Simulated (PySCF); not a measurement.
BCl₃, SMILES ClB(Cl)Cl (connectivity only; charge and spin as stated), charge +1, multiplicity 2.

Coordinates come from a r2SCAN-D4/def2-SVP optimisation. The multiplicity is an assumed one; other spin states were not compared. The isomer is the one that the SMILES or the coordinates give; other isomers of the formula were not compared.

These are TDA-PBE/def2-SVPD run with PySCF 2.14.0 values and carry that method's errors.

Vertical excitations; the highest root listed may be one member of a degenerate set. Gas-phase values at a fixed geometry.

```csv
state,energy (eV),λ (nm),f,main pairs
root 1,0.79,1560,0.000,β HOMO→LUMO (degenerate set)
root 2,0.79,1560,0.000,β HOMO−1→LUMO (degenerate set)
root 3,2.00,620,0.052,β HOMO−3→LUMO (degenerate set)
root 4,2.00,620,0.052,β HOMO−2→LUMO (degenerate set)
root 5,2.48,500,0.000,β HOMO−4→LUMO 100 %
root 6,4.07,305,0.043,β HOMO−6→LUMO (degenerate set)
root 7,4.07,305,0.043,β HOMO−5→LUMO (degenerate set)
root 8,5.60,222,0.000,β HOMO−7→LUMO 100 %
root 9,5.78,215,0.001,"α HOMO−1→LUMO, β HOMO→LUMO+1 (degenerate set)"
root 10,5.78,215,0.001,"α HOMO−2→LUMO, β HOMO−1→LUMO+1 (degenerate set)"
```
Unrestricted roots are not spin-pure.
